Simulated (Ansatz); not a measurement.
## Heat of formation of C2H6S2 (dimethyl disulfide) from total energies

C2H6S2: 10 atoms, total charge 0, spin state singlet. As SMILES, `CSSC`. The coordinates come from a PBE0-D4/def2-TZVP relaxation. This is one conformer, not always the lowest.

Total energies at r2SCAN/cc-pVDZ (Ansatz 0.2.0); the atoms run unrestricted:

| species | state | energy (Eh) |
| --- | --- | --- |
| C2H6S2 | singlet | -876.105947 |
| C | triplet | -37.826272 |
| S | triplet | -398.077112 |
| H | doublet | -0.499208 |

Harmonic wavenumbers at PBE0-D4/def2-TZVP, in cm⁻¹: 105, 147, 157, 237, 268, 531, 715, 718, 959, 964, 971, 971, 1332, 1339, 1447, 1453, 1466, 1470, 3054, 3056, 3145, 3145, 3161, 3161.

Measured heats of formation of the gaseous atoms at 298.15 K, in kJ/mol: C 716.9, S 277.0, H 218.0. Spin-orbit lowering of the atoms at 298 K (mean of the ground term's levels less their thermal mean, from spectra), in kJ/mol: C 0.02, S 1.88. Take 1 Eh = 2625.50 kJ/mol, 1 cm⁻¹ = 0.0119627 kJ/mol, RT = 2.479 kJ/mol.

Task: Work out the heat of formation of the gas at 298 K.

Result: 
1. Electronic atomisation energy: 2 × (-37.826272) + 2 × (-398.077112) + 6 × (-0.499208) − (-876.105947) = 1.303931 Eh = 3423.5 kJ/mol.
2. Zero-point energy: half the sum of the wavenumbers, 16986 cm⁻¹ = 203.2 kJ/mol.
3. Thermal vibrational enthalpy, Σ hcν̃/(exp(hcν̃/kT) − 1): 9.4 kJ/mol. Translation, rotation and pV of a non-linear molecule: 4 RT = 9.9 kJ/mol.
4. The 10 free atoms carry 5/2 RT each: 62.0 kJ/mol.
5. Spin-orbit coupling lowers the free atoms by 2 × 0.02 + 2 × 1.88 = 3.8 kJ/mol.
6. Atomisation enthalpy at 298 K: 3423.5 − 3.8 − 203.2 − 9.4 − 9.9 + 62.0 = 3259.2 kJ/mol.
7. Sum of the atoms' heats of formation: 3295.8 kJ/mol. Heat of formation: 3295.8 − 3259.2 = +36.6 kJ/mol.

The tabulated value is -24.7 kJ/mol (CRC Handbook of Chemistry and Physics), so this level is off by +61.3 kJ/mol, or 1.8 % of the atomisation enthalpy that the table implies (3320.4 kJ/mol). Anharmonicity and any spin-orbit splitting of the molecule are left out.
